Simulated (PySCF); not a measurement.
Isomers of C4H5N, one GFN2-xTB conformer each. Single-point energies are computed at PBE0/pcSseg-1 (PySCF, gas phase, no added dispersion term), electronic only.

Task: Rank them by PBE0/pcSseg-1 energy, lowest first (kJ/mol).
A. pyrrole (`C1=CNC=C1`)
B. `[CH2:1]=[CH:2][C:3]1=[N:4][CH2:5]1` with C1–C2–C3–N4 180°
C. `C#C/C=N/C`
D. `C/C=C\C#N` (c-crotononitrile)

Result: A (0.0), D (72.8), B (233.0), C (251.1).

As drawn, the lowest has an aromatic ring and an N–H bond, which the highest lacks; the highest has a C≡C bond and a C=N bond, which the lowest lacks. GFN2-xTB itself gives, in the same order: 0.0, 138.7, 255.7, 232.1. Both levels put the same isomer lowest; measured from each level's own lowest isomer, the values differ by up to 65.9 kJ/mol (C/C=C\C#N: 138.7 against 72.8).

Task: Which frontier levels, dipoles and rotational constants go with these structures?

Result: 
| SMILES | HOMO (eV, PBE0/pcSseg-1) | LUMO (eV) | dipole (D) | A, B, C (MHz) |
| --- | --- | --- | --- | --- |
| c1cc[nH]c1 | -6.12 | 1.21 | 1.98 | 9383, 9122, 4625 |
| C/C=C\C#N | -8.00 | -1.34 | 4.24 | 12224, 3557, 2803 |
| C=CC1=NC1 | -7.60 | -1.74 | 3.12 | 16629, 3702, 3090 |
| C#C/C=N/C | -7.54 | -1.22 | 1.42 | 46070, 2413, 2326 |
